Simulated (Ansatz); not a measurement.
System: C$_{3}$H$_{5}$, net charge -1, singlet state. It need not be the lowest isomer of its formula. Whether it binds its extra electron was not tested at this geometry. 
Coordinates optimised at B3LYP-D3(BJ)/def2-TZVP (Ansatz, a first-principles code):
```xyz
8

C      1.2797     0.0180     0.1167
C     -0.0464     0.3548    -0.1261
H      1.5654    -0.9654     0.4812
H      2.0765     0.7330    -0.0518
H     -0.1806     1.3808    -0.4905
C     -1.2360    -0.3519     0.0019
H     -1.2585    -1.3806     0.3522
H     -2.1863     0.1063    -0.2464
```
Charge -1, spin multiplicity 1.

Basis-set convergence of Hartree-Fock and MP2 correlation energies (hartree) with Ansatz. Correlated levels leave the core frozen unless marked. No spin-orbit coupling. Non-relativistic. This anion needs diffuse functions, which these sets lack.

| basis | functions | E(HF) | E(corr, MP2) |
|---|---|---|---|
| cc-pVDZ | - | -116.41540 | -0.42636 |
| cc-pVTZ | 160 | ___ | ___ |

**Question.** What belongs in the gaps?

**Answer.** 
- cc-pVTZ, E(HF): -116.45664
- cc-pVTZ, E(corr, MP2): -0.52416
